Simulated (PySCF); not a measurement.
Geometry:
```tsv
atom	x (Å)	y (Å)	z (Å)
C1	1.765	0.226	-0.675
C2	0.534	0.574	0.143
C3	-0.478	-0.560	0.167
C4	-1.706	-0.232	0.965
F5	-2.385	0.801	0.393
F6	-2.553	-1.296	0.990
H7	2.487	1.045	-0.674
H8	2.267	-0.661	-0.278
H9	1.500	0.017	-1.715
H10	0.059	1.471	-0.264
H11	0.831	0.820	1.169
H12	-0.034	-1.461	0.602
H13	-0.802	-0.815	-0.847
H14	-1.496	0.051	2.003
```

Geometry: PBE0-D3(BJ)/def2-TZVP; GIAO absolute shieldings from PySCF 2.14, gas phase, non-relativistic, averaged over equivalent atoms.

At PBE0/pcSseg-2 (328 basis functions, 87 s wall time on 1 thread of an Arm Neoverse V1, shared host):
| atoms | σ (ppm) |
| --- | --- |
| C4 | 58.9 |
| C3 | 144.1 |
| C2 | 164.7 |
| C1 | 169.6 |
| F5/F6 | 304.0 |
| H14 | 25.73 |
| H12/H13 | 29.86 |
| H10/H11 | 30.12 |
| H7/H8/H9 | 30.52 |

Estimate the result of repeating the calculation with KT3/pcSseg-2.

Answers


```tsv
atoms	σ at KT3/pcSseg-2	change
C4	57.3	-1.6
C3	141.2	-2.9
C2	159.9	-4.8
C1	165.8	-3.8
F5/F6	289.2	-14.8
H14	25.65	-0.08
H12/H13	29.95	+0.09
H10/H11	30.16	+0.04
H7/H8/H9	30.60	+0.08
```

The largest change is at F5/F6 (fluorine of a CF2 group). Cost: 328 basis functions, 84 s wall time on 1 thread of an Arm Neoverse V1, shared host. The order of the carbon signals is the same at both levels.
